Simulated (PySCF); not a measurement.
SiOCl₂, optimised at PBE/def2-SVP:

```xyz
4

O     -0.1919     0.7591    -1.5336
Si     0.3345    -0.0776    -0.3504
Cl    -0.0841    -2.0454     0.0087
Cl     1.5731     0.5869     1.1331
```

Computed with PySCF (xtb for GFN2) and rigid-rotor harmonic-oscillator thermochemistry at 1 bar. 6-31G* has spherical d functions here. All species are closed-shell singlets. B3LYP is the form with VWN-RPA correlation. SiOCl₂: computed as isolated molecules; such fragments, hydroxides, amides, oligomers or adducts are transient or little studied in the gas.

Problem. List the harmonic frequencies (cm⁻¹, unscaled) at this level and at the other levels, each on its own geometry.

Solution. 
- PBE/def2-SVP: 188, 251, 267, 478, 616, 1205
- B3LYP/6-31G*: 199, 270, 274, 482, 622, 1256
- GFN2-xTB: 162, 223, 269, 478, 578, 1414
- HF/6-31G*: 219, 303, 318, 531, 676, 1391
- PBE0/def2-TZVP: 200, 270, 292, 504, 644, 1285
